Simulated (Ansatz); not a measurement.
Relaxation of C2H3NO2 (8 atoms, charge 0, multiplicity 1), to a largest force component of 0.015 eV/Å in at most 40 steps.

The calculation used RKS PBE/def2-SVP (Ansatz).

```xyz
8
Properties=species:S:1:pos:R:3
N -0.199 1.250 0.067
C 0.700 0.397 -0.357
C 0.585 -0.930 -0.465
O -0.444 -1.619 -0.140
O 1.411 -0.388 0.505
H -1.147 0.840 0.149
H -0.329 2.025 -0.645
H -0.485 -1.632 0.832
```

Problem. Where does it end, and by what steps?

Solution. The forces met the threshold. After 16 steps the energy has fallen by 4.271 eV; H8 moved furthest, 1.01 Å. Parted: C2–O5.

```tsv
step	energy less start (eV)	largest force component (eV/Å)	accepted
0	0.0000	4.518	yes
1	-0.8606	1.959	yes
2	-1.2326	1.090	yes
3	-1.5214	1.485	yes
4	-1.9870	2.083	yes
5	-2.5747	2.283	yes
6	-3.3534	2.342	yes
7	-3.7835	1.982	yes
8	-4.0606	1.454	yes
9	-3.7794	6.329	no
10	-4.2136	0.795	yes
11	-4.2149	0.867	yes
12	-4.2659	0.291	yes
13	-4.2705	0.070	yes
14	-4.2711	0.026	yes
15	-4.2711	0.031	yes
16	-4.2712	0.010	yes
```

```xyz
8
Properties=species:S:1:pos:R:3
N -0.357 1.427 -0.407
C 0.386 0.412 -0.749
C 0.472 -0.704 0.187
O -0.318 -1.762 -0.140
O 1.283 -0.724 1.108
H -0.938 1.496 0.452
H -0.380 2.273 -0.990
H -0.056 -2.475 0.484
```

Whether the end is a true minimum wasn't checked by a vibrational analysis.

Run time: 31 s on 1 CPU thread of a shared host.
